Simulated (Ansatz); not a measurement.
Relaxing Be2Pt

These are results of DFT PBE, scalar-relativistic, plane waves, PAW (Ansatz), not measurements. Cutoff 420 eV, Γ-centred k mesh, Gaussian smearing, no spin polarisation in the final step.

The start puts Be2Pt on the sites of a reported Cr2B cell (I4/mcm, No. 140), with Pt in place of B, Be in place of Cr, at a guessed volume.

```yaml
crystal:
  lattice:
    - [-2.64464, 2.64464, 2.20140]
    - [2.64464, -2.64464, 2.20140]
    - [2.64464, 2.64464, -2.20140]
  atoms:
    - { symbol: Be, position: [0.66700, 0.16700, 0.83400] }
    - { symbol: Be, position: [0.16700, 0.33300, 0.50000] }
    - { symbol: Be, position: [0.33300, 0.83300, 0.16600] }
    - { symbol: Be, position: [0.83300, 0.66700, 0.50000] }
    - { symbol: Pt, position: [0.25000, 0.25000, 0.00000] }
    - { symbol: Pt, position: [0.75000, 0.75000, 0.00000] }
```

Cell and atoms relax at zero pressure; the relaxation can't lower the symmetry of the start. After a coarse first stage the cell is made exact in the group found at 0.06 Å.

Formation energies are uncorrected and refer to the elements' standard structures at the same level.

Which crystal results?

It ends in P4/mmm (No. 123). Conventional cell: a = 3.875 Å, c = 2.647 Å. Be is coordinated by 4 Pt at 2.35 Å and 6 Be at 2.65–2.74 Å; Pt is coordinated by 8 Be at 2.35 Å and 2 Pt at 2.65 Å.

```xyz
3
Lattice="3.8746 0.0000 0.0000 0.0000 3.8746 0.0000 0.0000 0.0000 2.6474" Properties=species:S:1:pos:R:3 pbc="T T T"
Be    1.9373    0.0000    0.0000
Be    0.0000    1.9373    0.0000
Pt    0.0000    0.0000    1.3237
```

What are its volume, energy, density and gap?

The volume per atom is 13.25 Å³, the density is 8.90 g/cm³ and the energy over the elements is -0.36 eV/atom. The gap on the 12×12×18 mesh is 0 eV (a metal).

The final run used a 12×12×18 mesh on its 3-atom cell and 0.10 eV smearing. For metals, differences of a few meV/atom aren't resolved. Spin–orbit coupling is left out. Symmetry constrained the relaxation, so the result can be a saddle point. The steps took of the order of 60 core-seconds in all.

Cost: 3 runs of about 1.1 core-minutes in all, on Intel Xeon Platinum 8488C (Sapphire Rapids) (shared hosts).